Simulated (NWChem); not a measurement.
# One shape, several levels: NaF (SMILES [F][Na])

Aim: a comparison of 4 runs (B2PLYP/cc-pVTZ, CAM-B3LYP/cc-pVTZ, wB97X/cc-pVTZ, MP3/cc-pVTZ) of NaF. 

The calculation is run with NWChem 7.3.0.

**1. The molecule**

NaF: 2 atoms, total charge 0, spin state singlet. As SMILES, `[F][Na]`. The shape is that of a PBE0-D4/def2-TZVP optimisation.

Bond lengths: F1–Na2 1.922 Å.

**2. A single-point energy at B2PLYP/cc-pVTZ (run 1)**

Contents of mol.nw:

```
start mol
title "FNa"
memory stack 880 mb heap 220 mb global 1100 mb
charge 0
geometry units angstroms noautosym nocenter noautoz
  F     -0.804100     0.240100    -0.422400
  Na     0.833600    -0.300300     0.426500
end
basis spherical bse
  * library cc-pVTZ
end
dft
  xc hfexch 0.53 becke88 0.47 lyp 0.73 mp2 0.27
  dftmp2 semidirect
  grid xfine
  convergence energy 1e-08
  maxiter 100
  mulliken
end
mp2
  freeze core 2
end
task dft energy
```

On the command line:

```
nwchem mol.nw > mol.out
```

The program printed:

```text
[...]
          Wavefunction type:  closed shell.
          No. of atoms     :     2
          No. of electrons :    20
[...]
          Charge           :     0
          Spin multiplicity:     1
[...]
          AO basis - number of functions:    64
[...]
              XC Information
              --------------
                     Hartree-Fock (Exact) Exchange  0.530
                    Becke 1988 Exchange Functional  0.470
              Lee-Yang-Parr Correlation Functional  0.730
[...]
 d= 0,ls=0.0,diis     1   -261.8722822526 -2.89D+02  1.49D-02  8.07D-01     2.3
[...]
 d= 0,ls=0.0,diis     8   -261.9607473463 -5.65D-10  1.93D-07  3.53D-11    12.1
         Total DFT energy =     -261.960747346336
      One electron energy =     -424.065263288376
           Coulomb energy =      159.627405622790
    Exchange-Corr. energy =      -24.777835260480
 Nuclear repulsion energy =       27.254945579729
[...]
      Total Density - Mulliken Population Analysis
     ---------------------------------------------
    Atom       Charge   Shell Charges
 -----------   ------   -------------------------------------------------------
    1 F    9     9.63   1.95  0.27  1.04  0.70  1.57  2.37  1.74  0.00  0.00  0.00
    2 Na  11    10.37   2.00  1.56  0.43  0.09 -0.02  6.02  0.07  0.04 -0.00  0.05  0.08  0.05
[...]
  Basis functions       =     64
[...]
```

Run time: 15 s. Hardware: 1 thread of Intel Xeon Platinum 8375C at 2.90GHz (Ice Lake), shared host; peak memory 0.14 GiB.

**3. Energy and gradient at CAM-B3LYP/cc-pVTZ (run 2)**

Contents of test.nw:

```
start test
memory total 2200 mb

geometry units angstrom noautosym nocenter noautoz
  F     -0.804100     0.240100    -0.422400
  Na     0.833600    -0.300300     0.426500
end

basis spherical bse
  * library cc-pVTZ
end

dft
  xc xcamb88 1.00 lyp 0.81 vwn_5 0.19 hfexch 1.00
  cam 0.33 cam_alpha 0.19 cam_beta 0.46
  grid xfine
  convergence energy 1e-08
  direct
  iterations 100
  mulliken
  print medium
end

task dft gradient
```

On the command line:

```
nwchem test.nw > test.out
```

The program printed:

```text
[...]
          Wavefunction type:  closed shell.
          No. of atoms     :     2
          No. of electrons :    20
[...]
          Charge           :     0
          Spin multiplicity:     1
[...]
          AO basis - number of functions:    64
[...]
              XC Information
              --------------
                     Hartree-Fock (Exact) Exchange  1.000
                   CAM-Becke88 Exchange Functional  1.000
                      VWN V Correlation Functional  0.190 local
              Lee-Yang-Parr Correlation Functional  0.810
[...]
 d= 0,ls=0.0,diis     1   -262.0839184913 -2.89D+02  1.83D-02  9.35D-01     2.9
[...]
 d= 0,ls=0.0,diis     8   -262.1891460611 -7.29D-09  4.15D-07  2.25D-10    19.2
         Total DFT energy =     -262.189146061061
      One electron energy =     -423.796313734702
           Coulomb energy =      159.312220655656
    Exchange-Corr. energy =      -24.959998561744
 Nuclear repulsion energy =       27.254945579729
[...]
      Total Density - Mulliken Population Analysis
     ---------------------------------------------
    Atom       Charge   Shell Charges
 -----------   ------   -------------------------------------------------------
    1 F    9     9.56   1.94  0.28  1.02  0.69  1.59  2.32  1.72  0.00  0.00  0.00
    2 Na  11    10.44   2.00  1.55  0.44  0.11 -0.02  6.04  0.06  0.05 -0.00  0.06  0.10  0.05
[...]
  wavefunction    = closed shell
[...]
                         DFT ENERGY GRADIENTS
    atom               coordinates                        gradient
                 x          y          z           x          y          z
   1 F      -1.519529   0.453723  -0.798220    0.000734  -0.000242   0.000381
   2 Na      1.575276  -0.567485   0.805968   -0.000734   0.000242  -0.000381
[...]
```

It took 31 s on 1 thread of Intel Xeon Platinum 8375C at 2.90GHz (Ice Lake), shared host; peak memory 0.13 GiB.

Run 3 isn't shown in full; the table further down has it.

**4. A single-point energy at MP3/cc-pVTZ (run 4)**

Contents of test.nw:

```
START test
memory 2200 mb

GEOMETRY noautosym nocenter noautoz
  F     -0.804100     0.240100    -0.422400
  Na     0.833600    -0.300300     0.426500
END

BASIS spherical bse
  * library cc-pVTZ
END

SCF
  thresh 1e-08
  maxiter 80
  print low
END

TCE
  scf
  mbpt3
  freeze core 2
  maxiter 60
END

TASK tce energy
```

On the command line:

```
nwchem test.nw > test.out
```

The program printed:

```text
[...]
  functions       =    64
[...]
  wavefunction    = RHF
[...]
         Total SCF energy =   -261.367335494792
      One-electron energy =   -424.327477296266
      Two-electron energy =    135.705196221745
 Nuclear repulsion energy =     27.254945579729
        Time for solution =     17.1s
[...]
         Wavefunction type : Restricted Hartree-Fock
          No. of electrons :    20
[...]
         Spin multiplicity : singlet
[...]
```

Run time: 28 s. Hardware: 1 thread of Intel Xeon Platinum 8375C at 2.90GHz (Ice Lake), shared host; peak memory 0.55 GiB.

**5. The series**

| run | level | task | frozen core orbitals | energy (Eh) | dipole moment (D) | HOMO energy (eV) | LUMO energy (eV) | wall time |
| --- | --- | --- | --- | --- | --- | --- | --- | --- |
| 1 | B2PLYP/cc-pVTZ | energy | 2 | -262.053952 | 8.12 | -8.50 | -1.07 | 15 s |
| 2 | CAM-B3LYP/cc-pVTZ | gradient | – | -262.189146 | 7.93 | -8.31 | -1.08 | 31 s |
| 3 | wB97X/cc-pVTZ | gradient | – | -262.188745 | 8.06 | -9.20 | 0.02 | 34 s |
| 4 | MP3/cc-pVTZ | energy | 2 | -261.649559 | – | – | – | 28 s |

**6. Summary of results**

| quantity | value |
| --- | --- |
| run 4: total energy | -261.64956 Eh |
| run 4: correlation energy (2 core orbitals frozen) | -282.2 mEh |

What this shows: Over runs 1, 2, 3 the dipole moment (its size) runs from 7.93 D (CAM-B3LYP/cc-pVTZ) to 8.12 D (B2PLYP/cc-pVTZ). A double hybrid's value is that of its SCF part. Over runs 1, 2, 3 the HOMO–LUMO gap runs from 7.23 eV (CAM-B3LYP/cc-pVTZ) to 9.22 eV (wB97X/cc-pVTZ). Totals of different functionals can't be ranked against each other. All runs together took 1.8 min, the longest 34 s.
